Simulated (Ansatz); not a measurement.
H$_{2}$OSi, SMILES `O[SiH]`, relaxed with RKS PBE0-D4/def2-TZVP in the Gaussian-basis code of Ansatz from a PBE-D4/def2-SVP geometry. The force threshold is 0.005 eV/Å; the program also tests the step.

Charge 0, multiplicity 1.

Start:

```xyz
4

O    -0.506   -0.302   -0.547
Si    0.802    0.209    0.403
H    -0.205   -0.772   -1.348
H    -0.091    0.865    1.492
```

```
        step  energy (eV)  largest force (eV/Å)  largest move (Å)
           1   -9952.2987                 0.904             0.000
           2   -9952.3196                 0.570             0.024
           3   -9952.3271                 0.103             0.014
           4   -9952.3280                 0.061             0.011
5 (rejected)   -9952.3279                 0.053             0.012
           6   -9952.3283                 0.001             0.004
```

End:

```xyz
4

O    -0.479   -0.296   -0.536
Si    0.793    0.208    0.401
H    -0.218   -0.764   -1.334
H    -0.096    0.852    1.469
```

Run time 2.1 s (4 threads of an Arm Neoverse V2 on a shared host); peak host memory 0.11 GiB.
